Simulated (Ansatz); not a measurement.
# One shape, several levels: AlH3O (AlH2(OH))

Aim: a comparison of 6 runs (UHF/STO-3G, BLYP/STO-3G, wB97M-V/STO-3G, RPA@PBE/STO-3G, CCSDTQ/STO-3G, CCSD(T)/STO-3G) of AlH3O (AlH2(OH)). 

The calculation is run with Ansatz 0.2.0.

56 further runs of the same task are left out: 56 set aside as unsound or not needed.

## (1) The structure to begin with

The species is AlH3O (5 atoms), meant as a singlet with charge 0. As SMILES, `[H][Al]([H])[OH]`. The H2–Al1 distance was set to 2.298 Å, away from the relaxed value. At this shape a bond of the SMILES string is far longer than usual.

Bond lengths: Al1–O4 1.636 Å, Al1–H3 1.531 Å, O4–H5 0.949 Å. Angles: Al1–O4–H5 179.6°, H3–Al1–O4 120.0°.

## (2) The energy at UHF/STO-3G (run 1)

Contents of job.yaml:

```yaml
crystal:
  periodic: [false, false, false]
  atoms:
    - {symbol: Al, position_ang: [-0.491794, 0.468064, -0.053218]}
    - {symbol: H, position_ang: [1.798980, 0.417230, -0.221380]}
    - {symbol: H, position_ang: [-1.244584, 1.785954, -0.255758]}
    - {symbol: O, position_ang: [-1.319014, -0.903086, 0.282712]}
    - {symbol: H, position_ang: [-1.797844, -1.700386, 0.471852]}
basis:
  gaussian: {orbitals: STO-3G}
magnetization: {spin_polarized: true, initial_magnetization: 0}
hamiltonian: {xc: hf}
accuracy: high
```

On the command line:

```console
$ ansatz run job.yaml --threads 1 --pin off --max-ram 2610MiB --events-out events.jsonl --progress --plain --runs-dir runs
```

Log:

```text
Warning: RAYON_NUM_THREADS=1 ignored (pool sized by the plan → 1); use --threads N
Functional definition: HF
  name "HF"
  exchange = exact_x
  correlation = 0
288 factors; integrals over basis functions are off by at most 9.3e-9 eV
mean field evaluation 1: about -8553.6478 eV, gradient 1.7e1 eV
mean field evaluation 2: about -8553.6611 eV, gradient 1.7e1 eV
mean field evaluation 4: about -8556.2940 eV, gradient 8.9e-1 eV
mean field evaluation 8: about -8556.3000 eV, gradient 9.6e-6 eV
mean field evaluation 16: about -8556.3160 eV, gradient 3.6e0 eV
mean field evaluation 32: about -8556.6717 eV, gradient 5.0e-2 eV
mean field -8556.67185978 eV, -314.4518909266 hartree, gradient 2.2e-8 eV, S^2 0.497238; 2 other end points of the search recorded, 0 dependent functions left out
reference -8556.67185978 eV, -314.4518909266 hartree; 12, 12 occupied and 5, 5 virtual orbitals, 288 factors
Total energy: -8556.67185978 eV, -314.4518909266 hartree
```

Run time: 0.43 s. Hardware: 1 thread of Intel Xeon Platinum 8259CL at 2.50GHz (Skylake/Cascade Lake), shared host.

## (3) The energy at BLYP/STO-3G (run 2)

Contents of run.yaml:

```yaml
crystal:
  periodic: [false, false, false]
  atoms:
    - {symbol: Al, position_ang: [-0.491794, 0.468064, -0.053218]}
    - {symbol: H, position_ang: [1.798980, 0.417230, -0.221380]}
    - {symbol: H, position_ang: [-1.244584, 1.785954, -0.255758]}
    - {symbol: O, position_ang: [-1.319014, -0.903086, 0.282712]}
    - {symbol: H, position_ang: [-1.797844, -1.700386, 0.471852]}
basis:
  gaussian: {orbitals: STO-3G}
hamiltonian: {xc: {name: BLYP}}
accuracy: high
```

On the command line:

```console
$ ansatz run run.yaml --threads 1 --pin off --max-ram 2610MiB --events-out events.jsonl --progress --plain --runs-dir runs
```

Log:

```text
Warning: RAYON_NUM_THREADS=1 ignored (pool sized by the plan → 1); use --threads N
Functional definition: BLYP
  name "BLYP"
  parameter beta = 0.0042
  parameter a = 0.04918
  parameter b = 0.132
  parameter c = 0.2533
  parameter d = 0.349
  exchange = b88_x(beta = beta)
  correlation = lyp_c(a = a, b = b, c = c, d = d)
288 factors; integrals over basis functions are off by at most 9.3e-9 eV
mean field evaluation 1: about -8574.4624 eV, gradient 3.4e1 eV
mean field evaluation 2: about -8546.9544 eV, gradient 9.4e1 eV
mean field evaluation 4: about -8578.9924 eV, gradient 1.1e1 eV
mean field evaluation 8: about -8579.6325 eV, gradient 2.7e-1 eV
mean field evaluation 16: about -8579.6330 eV, gradient 7.1e-7 eV
mean field -8579.63298536 eV, -315.2956967279 hartree, gradient 6.7e-8 eV, S^2 0.000000; 0 other end points of the search recorded, 0 dependent functions left out
reference -8579.63302440 eV, -315.2956981625 hartree; 12, 12 occupied and 5, 5 virtual orbitals, 288 factors
Total energy: -8579.63302440 eV, -315.2956981625 hartree
```

Run time: 1.3 s. Hardware: 1 thread of Intel Xeon Platinum 8259CL at 2.50GHz (Skylake/Cascade Lake), shared host; peak memory 0.11 GiB.

## (4) A single-point energy at wB97M-V/STO-3G (run 3)

Contents of run.yaml:

```yaml
basis:
  gaussian:
    orbitals: STO-3G
crystal:
  periodic: [false, false, false]
  atoms:
    - symbol: Al
      position_ang: [-0.491794, 0.468064, -0.053218]
    - symbol: H
      position_ang: [1.798980, 0.417230, -0.221380]
    - symbol: H
      position_ang: [-1.244584, 1.785954, -0.255758]
    - symbol: O
      position_ang: [-1.319014, -0.903086, 0.282712]
    - symbol: H
      position_ang: [-1.797844, -1.700386, 0.471852]
magnetization:
  spin_polarized: false
  initial_magnetization: 0
hamiltonian:
  xc: {name: wB97M-V}
accuracy: high
```

On the command line:

```console
$ ansatz run run.yaml --threads 1 --pin off --max-ram 2610MiB --events-out events.jsonl --progress --plain --runs-dir runs
```

Log, cut to the lines that bear on the results:

```text
Warning: RAYON_NUM_THREADS=1 ignored (pool sized by the plan → 1); use --threads N
Functional definition: wB97M-V
  name "wB97M-V"
[...]
  gx(w, u) = 1 - cx + cx01*u + cx10*w
  gss(w, u) = css00 + css04*u^4 + css10*w + css20*w^2 + css43*w^4*u^3
  gos(w, u) = cos00 + cos10*w + (cos20 + cos21*u)*w^2 + (cos60 + cos61*u)*w^6
[...]
      + integral(e_c_pw_mod_opposite_spin*gos(b97_w_opposite, b97_u_opposite)) + vv10(b, c)
288 factors; integrals over basis functions are off by at most 9.3e-9 eV
127 factors; integrals over basis functions are off by at most 8.6e-10 eV
[...]
mean field -8581.03334468 eV, -315.3471589837 hartree, gradient 7.5e-9 eV, S^2 0.000000; 0 other end points of the search recorded, 0 dependent functions left out
reference -8581.03334735 eV, -315.3471590820 hartree; 12, 12 occupied and 5, 5 virtual orbitals, 288 factors
Total energy: -8581.03334735 eV, -315.3471590820 hartree
```

It took 16 s on 1 thread of Intel Xeon Platinum 8259CL at 2.50GHz (Skylake/Cascade Lake), shared host; peak memory 0.28 GiB.

Runs 4 to 5 aren't shown in full; the table further down has their settings and results.

## (5) A single-point energy at CCSD(T)/STO-3G (run 6)

Changes to job.yaml since step 2:

```diff
@@ -9,5 +9,9 @@
 basis:
-  gaussian: {orbitals: STO-3G}
-magnetization: {spin_polarized: true, initial_magnetization: 0}
-hamiltonian: {xc: hf}
+  gaussian:
+    orbitals: STO-3G
+correlation:
+  method: ccsd_t
+  frozen_orbitals: {Al: 5, H: 0, O: 1}
 accuracy: high
+scf:
+  omitted_lower_state_checks: [cluster_reference, increment]
```

On the command line:

```console
$ ansatz run job.yaml --threads 1 --pin off --max-ram 2610MiB --events-out events.jsonl --progress --plain --runs-dir runs
```

Log, cut to the lines that bear on the results:

```text
Warning: RAYON_NUM_THREADS=1 ignored (pool sized by the plan → 1); use --threads N
[... 2 set-up lines as earlier in the session ...]
[...]
288 factors; integrals over basis functions are off by at most 9.3e-9 eV
[...]
mean field -8556.29998250 eV, -314.4382246886 hartree, gradient 2.1e-8 eV, S^2 0.000000; 0 other end points of the search recorded, 0 dependent functions left out; unrestricted orbitals would lower it
6 core orbitals not correlated: weight in the atoms' cores, before any rotation towards them, 1.000 or more for the frozen orbitals, at most 0.000 for the correlated occupied ones
reference -8556.29998250 eV, -314.4382246886 hartree; 6, 6 occupied and 5, 5 virtual orbitals, 288 factors
second order -2.20630062 eV of doubles, -0.00000000 eV of singles
cycle   1  -2.67591313 eV  change   -4.7e-1 eV  update   1.1e-1
[...]
cycle  23  -3.13991598 eV  change   6.2e-10 eV  update  9.5e-10
perturbative correction -0.11606355 eV, -0.0042652568 hartree
Total energy: -8559.55596203 eV, -314.5578797293 hartree
Checks for a lower state left out: cluster_reference, increment
```

Wall time 0.26 s (1 thread of Intel Xeon Platinum 8259CL at 2.50GHz (Skylake/Cascade Lake), shared host).

## (6) All runs side by side

| run | level | frozen core orbitals | energy (Eh) | wall time |
| --- | --- | --- | --- | --- |
| 1 | UHF/STO-3G | – | -314.451891 | 0.43 s |
| 2 | BLYP/STO-3G | – | -315.295698 | 1.3 s |
| 3 | wB97M-V/STO-3G | – | -315.347159 | 16 s |
| 4 | RPA@PBE/STO-3G | 6 | -314.610157 | 1.9 s |
| 5 | CCSDTQ/STO-3G | 6 | -314.558431 | 5.7 s |
| 6 | CCSD(T)/STO-3G | 6 | -314.557880 | 0.26 s |

## (7) Results

| quantity | value |
| --- | --- |
| run 6: total energy | -314.55788 Eh |
| run 6: correlation energy (6 core orbitals frozen) | -119.7 mEh |
| run 6: (T) correction | -4.27 mEh |
| run 6: T1 diagnostic | 0.026 |

Below the UHF energy at the same shape and in the same basis (STO-3G): CCSDTQ -106.5 mEh; CCSD(T) -106.0 mEh. Some of these start from another determinant than that one, so these aren't their correlation energies. Totals of different functionals can't be ranked against each other. In runs 5, 6 the log says that unrestricted orbitals would lower the reference, so the values rest on an unstable closed-shell determinant (other closed-shell runs at this shape may share the fault). In runs 1, 2, 3, 4, 5, 6 the basis is minimal, so the values are rough. Spin contamination of the reference: run 1 ⟨S²⟩ = 0.50. All runs together took 26 s, the longest 16 s.
